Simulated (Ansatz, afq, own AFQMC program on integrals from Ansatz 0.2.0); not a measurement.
AlH4⁺, singlet in 6-31G along one coordinate

```xyz
5

Al    0.0000    0.0000   -0.1186
H     0.0000   -0.3848    1.9224
H     0.0000    0.3848    1.9224
H     0.0000    1.5369   -0.3348
H     0.0000   -1.5369   -0.3348
```

The Al1–H5 distance is changed with both sides rigid. Energies in kJ/mol count from this geometry (1.552 Å) at the same level; the start stands on RHF, each point on the determinant named.

Basis 6-31G. Noble-gas cores (and the filled d shells of Ga–Kr and In–Xe) are frozen. Ansatz 0.2.0 and our own AFQMC program on the same integrals; the CISD trial comes from CCSD amplitudes, and released means the phaseless constraint is let go. Error bars are statistical, one sigma.

Cautions, each for one point or more: cluster runs in doubt by the program's own checks; restricted determinant unstable towards unrestricted; strong correlation; the next higher spin lies close; unrestricted determinant spin contaminated.

| r(Al1–H5) / Å | det. | T1 | weight | ⟨S²⟩ | CCSD | PBE0 | CCSD(T) |
| --- | --- | --- | --- | --- | --- | --- | --- |
| 1.250 | RHF | 0.008 | 0.96 | pure | 118.1 | 114.0 | 118.3 |
| 1.863 | RHF | 0.011 | 0.94 | pure | 36.1 | 42.6 | 35.6 |
| 2.422 | RHF | 0.019 | 0.87 | pure | 168.6 | 202.0 | 166.3 |
| 3.484 | UHF‡ | 0.021 | 0.92 | 0.98 | 278.3 | 306.8§ | 277.9 |
| 5.300 | UHF | 0.016 | 0.95 | 1.01 | 284.7 | 319.5§ | 284.8 |

(1) Estimate the curve of full CI, counted from the same start.

Results:

(1) 
| r(Al1–H5) / Å | det. | T1 | weight | ⟨S²⟩ | FCI | ph-AFQMC/CISD | released AFQMC | CCSDT(Q) |
| --- | --- | --- | --- | --- | --- | --- | --- | --- |
| 1.250 | RHF | 0.008 | 0.96 | pure | 118.4 | 118.5 ± 0.09 | 118.4 ± 0.04 | 118.4 |
| 1.863 | RHF | 0.011 | 0.94 | pure | 35.3 | 35.6 ± 0.1 | 35.3 ± 0.05 | 35.3 |
| 2.422 | RHF | 0.019 | 0.87 | pure | 164.8 | 165.8 ± 0.2 | 165.3 ± 0.1 | 164.9 |
| 3.484 | UHF‡ | 0.021 | 0.92 | 0.98 | 272.1 | 273.1 ± 0.1 | 272.4 ± 0.09 | 272.3 |
| 5.300 | UHF | 0.016 | 0.95 | 1.01 | 284.8 | 284.9 ± 0.1 | 284.8 ± 0.04 | 284.8 |

Weight is that of the determinant in the CISD state; at the start T1 is 0.009 and the weight 0.95. A double dagger marks points where the walks on two determinants ended up to 6.3 kJ/mol apart; the lower is shown. Symmetry can't show for every point that it stays on the start's state. § marks a functional whose ⟨S²⟩ is too high by over 0.1. Largest departures from full CI: CCSD(T) 5.8 kJ/mol at 3.484 (on UHF), ph-AFQMC/CISD 1.0 kJ/mol at 3.484 (on UHF), released AFQMC 0.5 kJ/mol at 2.422 (on RHF), CCSDT(Q) 0.2 kJ/mol at 3.484 (on UHF), CCSD 6.2 kJ/mol at 3.484 (on UHF). The functionals aren't scored here. In this small basis the wave-function levels are far from their limit, so their gap to the functionals isn't the functionals' error.

CCSDT and higher add their correlation energy to the determinant of the CCSD(T) run, since their own runs factorise the integrals more tightly (a shift of under 2 meV). A walk keeps the symmetry of its determinant, which the program's search chose and which needn't be the lowest solution, so a lower state of the same spin and another symmetry isn't excluded. Released energies are given only where the last usable release times agree within the noise; a slower fall can still hide under it.
